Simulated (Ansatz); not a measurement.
C2H3Cl, SMILES `C[C]Cl` (singlet; the order of the spin states depends on the level) (charge 0, multiplicity 1). This singlet lies 0.40 eV below the relaxed triplet at the level frozen-core CCSD(T)/cc-pVTZ // B3LYP-D3(BJ)/def2-TZVP (Ansatz, an electronic-structure program); other levels give the other order.

These are frozen-core CCSD(T)/cc-pVTZ // B3LYP-D3(BJ)/def2-TZVP in Ansatz values and carry that method's errors.

Ansatz 0.2 input:
```yaml
crystal:
  periodic: [false, false, false]
  atoms:
    - { symbol: C, position_ang: [-0.460011, 0.057043, 0.001538] }
    - { symbol: C, position_ang: [0.739056, -0.777951, 0.220056] }
    - { symbol: Cl, position_ang: [2.165818, 0.106986, -0.137579] }
    - { symbol: H, position_ang: [-1.103894, -0.50954, -0.684] }
    - { symbol: H, position_ang: [-1.013873, 0.039937, 0.949826] }
    - { symbol: H, position_ang: [-0.327098, 1.083526, -0.349842] }
basis:
  gaussian: { orbitals: cc-pVTZ }
correlation:
  method: ccsd_t
```

Output:

```
Functional definition: HF
779 factors; integrals over basis functions are off by at most 1.0e-3 eV
mean field evaluation 1: about -14608.5419 eV, gradient 2.3e1 eV
mean field evaluation 2: about -14608.5444 eV, gradient 2.3e1 eV
mean field evaluation 4: about -14610.1796 eV, gradient 2.9e0 eV
mean field evaluation 8: about -14610.2368 eV, gradient 8.0e-4 eV
mean field evaluation 16: about -14610.1783 eV, gradient 2.9e0 eV
mean field -14610.23675419 eV, -536.9162975422 hartree, gradient 1.6e-6 eV, S^2 0.000000; 0 other end points of the search recorded, 0 dependent functions left out; unrestricted orbitals would lower it
7 core orbitals not correlated
reference -14610.23675419 eV, -536.9162975422 hartree; 9, 9 occupied and 120, 120 virtual orbitals, 779 factors
second order -13.63612706 eV of doubles, -0.00000000 eV of singles
cycle   1  -14.25386002 eV  change   -6.2e-1 eV  update   9.2e-2
cycle   2  -14.62653283 eV  change   -3.7e-1 eV  update   3.0e-2
cycle   3  -14.73409267 eV  change   -1.1e-1 eV  update   2.0e-2
cycle   4  -14.72749755 eV  change    6.6e-3 eV  update   7.2e-3
cycle   5  -14.72556460 eV  change    1.9e-3 eV  update   3.1e-3
cycle   6  -14.72663976 eV  change   -1.1e-3 eV  update   9.8e-4
cycle   7  -14.72655839 eV  change    8.1e-5 eV  update   3.8e-4
cycle   8  -14.72664027 eV  change   -8.2e-5 eV  update   1.3e-4
cycle   9  -14.72667136 eV  change   -3.1e-5 eV  update   4.7e-5
cycle  10  -14.72664933 eV  change    2.2e-5 eV  update   1.6e-5
perturbative correction -0.66313667 eV, -0.0243698233 hartree
Total energy: -14625.62654019 eV, -537.4818617462 hartree
```
